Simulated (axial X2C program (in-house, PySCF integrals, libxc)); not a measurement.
# SiC: cheaper levels and CCSD(T), 2c

All values were computed with an in-house relativistic program for diatomic molecules. Two-component (2c) means X2C with spin–orbit coupling and atomic mean-field two-electron Coulomb and Gaunt terms. Basis: Si dyall-v3z [8s7p2d1f], C dyall-v3z [7s6p2d1f] (cores contracted in-house); Gaussian nuclei, density fitting, unrestricted open shells. Masses: Si 27.977 u, C 12.000 u.

State: Ω = 2 (⟨Sz⟩ = 1.00, ⟨Lz⟩ = 1.00 at HF); fragments Si + C.

```tsv
level	Re (Å)	ωe (cm⁻¹)	De (eV)
PBE0	1.718	982.5	4.28
HF	1.761	823.7	2.55
CCSD	1.720	982.3	3.81
BP86	1.737	941.5	4.61
```

Correlated methods: 8 electrons correlated (number of frozen shells: Si 2 s, 1 p; C 1 s), 144 virtual spin orbitals or spinors in MP2, 90 natural virtuals in coupled cluster.

CCSD(T), same Hamiltonian and basis:

Re = 1.723 Å, ωe = 989.8 cm⁻¹, De = 4.04 eV; T1 = 0.081 (Lee–Taylor normalisation).

Task: Give the differences from CCSD(T) in the columns below.

Result: 

```
level  ΔRe (Å)  Δωe (cm⁻¹)  ΔDe (eV)
 PBE0   -0.005          -7      0.24
   HF    0.038        -166     -1.49
 CCSD   -0.003          -8     -0.23
 BP86    0.014         -48      0.57
```

The state is one determinant whose occupation by symmetry is held fixed; it was picked as the lowest of a PBE0 search that is not exhaustive. De is counted from the lowest determinant-based energies of the atoms at the same level, without counterpoise correction. Density functionals use the spin component along the axis (collinear). CCSD and (T) use frozen natural virtuals with an MP2 correction for the truncation; (T) itself is uncorrected, so its De runs slightly low. In 2c an atomic determinant is not the ground J level, so De misses part of the atomic spin–orbit lowering. This holds for PBE0, CCSD, BP86, CCSD(T). Other states lie close and PBE0, whose exact exchange favours high spin, may order them wrongly; the determinant shown need not be the ground state. The nearest other 2c determinant of the search, Ω = 1, lies 0.29 eV up at the distance of the search. Without a current term, density functionals place determinants with orbital angular momentum somewhat too high. With several unpaired electrons one determinant need not be a pure state. Open-shell Ω = 0 determinants with evenly filled partner blocks cannot be reached by this program, so the Ω shown need not be the lowest component. The determinant is spin-polarised beyond a pure state at some levels (its spin-free form has ⟨S²⟩ too high), which makes Re and μ there less reliable. The T1 diagnostic is large, a sign of multireference character.
